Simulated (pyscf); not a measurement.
HO–SiH₃ + H₂ + HF → SiH₄ + H₂O + HF, a multi-bond step (singlet surface; O–Si, H–H, F–H broken, H–Si, H–O, F–H formed). PySCF, gas phase, ωB97X-D3(BJ)/def2-SVP geometries. Energies in kcal/mol from the separated reactants.

Small-basis levels: PySCF, no dispersion term, spherical d functions. AM1 to PM7: differences of heats of formation from MOPAC, which are fitted to 298 K values and so differ in kind from electronic energies by zero-point and thermal terms. Cost: rough CPU time at the saddle relative to B3LYP/6-31G*, from one job on a shared machine.

```csv
level,barrier,reaction energy,cost
HF/6-31G*,56.6,+13.4,0.08
SVWN5/6-31G*,-0.3,+16.3,0.9
PBE/6-31G*,19.1,+15.6,1
B3LYP/STO-3G,1.7,+11.1,0.6
B3LYP/3-21G,3.6,+21.5,0.7
B3LYP/6-31G*,29.9,+16.4,1
PM6,53.9,+43.9,under 0.02
ωB97M-D3(BJ)/def2-TZVP,35.8,+15.4,–
```

Against the last row the barrier runs from -36.1 (SVWN5/6-31G*) to +20.9 kcal/mol (HF/6-31G*). At SVWN5/6-31G*, B3LYP/STO-3G, B3LYP/3-21G this geometry lies under one side, so the entry may be no barrier of that level: it is a single point on another level's saddle. ωB97M-D3(BJ)/def2-TZVP has limits of its own. On the reactant side the descent ends in a bound adduct (not fully relaxed), 9.4 kcal/mol under the separated species and 45.6 kcal/mol under the saddle at ωB97X-D3(BJ)/def2-TZVP. On the product side the descent ends in a complex, 7.8 kcal/mol under the separated species and 28.3 kcal/mol under the saddle at ωB97X-D3(BJ)/def2-TZVP. This is the saddle that the search found; another between the same sides may lie lower.
